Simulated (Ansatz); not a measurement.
The cluster Al₃H₄. Charge 0, multiplicity 2. Geometry r2SCAN-D4/def2-TZVPD, that of the charge -1 singlet; atoms count from 1.

```xyz
7

Al   -0.338    0.956    0.681
Al    1.119   -1.282    0.305
Al   -0.492   -0.513   -1.577
H     0.379    2.411    0.665
H    -0.353   -1.878   -0.465
H    -1.566    0.981    1.739
H     1.251   -0.675   -1.347
```

The structure comes from a short search, and lower isomers may exist.

Estimate the Mulliken populations from the PBE0/def2-TZVPD orbitals of Ansatz.


```
atom  charge (e)  spin (α − β)
 Al1        0.25         -0.04
 Al2        0.03          0.53
 Al3        0.03          0.53
  H4       -0.13          0.00
  H5       -0.03         -0.01
  H6       -0.13          0.00
  H7       -0.03         -0.01
```
Mulliken values and Mayer orders depend strongly on the basis. With diffuse functions, as here, like atoms can get unlike values, and bond orders can come out too low or too high.

Where does the spin sit?

Summed by element: Al 1.01, H -0.01, of 1 unpaired in all. Largest on single atoms: Al2 0.53, Al3 0.53, Al1 -0.04.

And the Mayer bond orders between bonded heavy atoms (over 0.3)?

Al1–Al2 0.57 (2.70 Å); Al1–Al3 0.57 (2.70 Å); Al2–Al3 0.71 (2.59 Å).
